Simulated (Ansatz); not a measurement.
```yaml
crystal:
  periodic: [false, false, false]
  atoms:
    - {symbol: B, position_ang: [0.000000, 0.000000, -1.370253]}
    - {symbol: B, position_ang: [0.000000, 0.000000, 1.370253]}
    - {symbol: C, position_ang: [0.000000, 0.000000, 0.000000]}
basis:
  gaussian: {orbitals: def2-TZVP}
magnetization: {spin_polarized: true, initial_magnetization: 2}
hamiltonian: {xc: pbe0}
relax: {f_tol: 0.004, max_steps: 80}
```

```sh
$ ansatz run in.yaml --threads 1 --pin off --events-out ev --progress --plain --max-ram 2176MiB
```

Steps of the relaxation (energy above the last step; positions in Å, forces in eV/Å):

```
3
step 1, 8.2 meV
B     0.000    0.000   -1.370    0.000    0.000    0.670
B     0.000    0.000    1.370    0.000    0.000   -0.670
C     0.000    0.000    0.000    0.000    0.000    0.000
```

```
3
step 2, 0.3 meV
B     0.000    0.000   -1.360    0.000    0.000    0.126
B     0.000    0.000    1.360    0.000    0.000   -0.126
C     0.000    0.000    0.000    0.000    0.000    0.000
```

```
3
step 3, 0.0 meV
B     0.000    0.000   -1.358    0.000    0.000   -0.002
B     0.000    0.000    1.358    0.000    0.000    0.002
C     0.000    0.000    0.000    0.000    0.000    0.000
```

Close pairs at the end: B2–C3 1.358 Å, B1–C3 1.358 Å.

A stationary point of unrestricted PBE0 after 3 steps, with ⟨S²⟩ = 2.012 against 2.00 for a pure state; no frequencies were run, so it isn't proven a minimum. 8 s on 1 thread of Arm Neoverse V1, shared host.
